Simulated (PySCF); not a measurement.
Gas-phase reaction: 3 C₂H₂ (acetylene) + 2 C₃H₆ (cyclic) = 3 C₄H₆ (butadiene)

Method: PySCF energies (xtb for GFN2) plus ideal-gas RRHO corrections (1 bar). 'Table' is the NASA 1993 thermochemical table (part measured, part estimated). † marks an energy on the PBE0/def2-TZVP geometry and frequencies; other levels use their own. MP2 freezes the core. All species are closed-shell singlets. B3LYP is the form with VWN-RPA correlation. MP2 isn't extrapolated to the basis-set limit; its ΔH°(298 K) is -434.6 kJ in def2-SVP and -425.7 kJ in def2-TZVPP. The harmonic model lacks anharmonicity and excited electronic states, which grow with temperature; levels with a mode under 35 cm⁻¹ are left out. Internal rotation in C₄H₆ (butadiene) is treated as a harmonic vibration of one conformer, which makes the entropy rough.

| level | ΔH°(298 K), kJ | minus table | ΔG°(800 K), kJ |
|---|---|---|---|
| table | -461.2 | - | -270.4 |
| B3LYP/def2-TZVP† | -484.1 | -22.9 | -285.5 |
| BLYP/def2-TZVP† | -479.3 | -18.1 | -280.7 |
| GFN2-xTB | -357.5 | 103.7 | -162.6 |
| HF/def2-TZVP† | -454.8 | 6.4 | -256.2 |
| MP2/def2-SVP† | -434.6 | 26.6 | -236.0 |
| MP2/def2-TZVPP† | -425.7 | 35.5 | -227.2 |
| PBE/def2-SVP | -527.6 | -66.4 | -329.0 |
| PBE/def2-TZVP† | -496.0 | -34.8 | -297.4 |
| PBE0/def2-TZVP | -491.9 | -30.7 | -293.3 |
| ωB97X-V/def2-TZVP† | -459.3 | 1.9 | -260.7 |
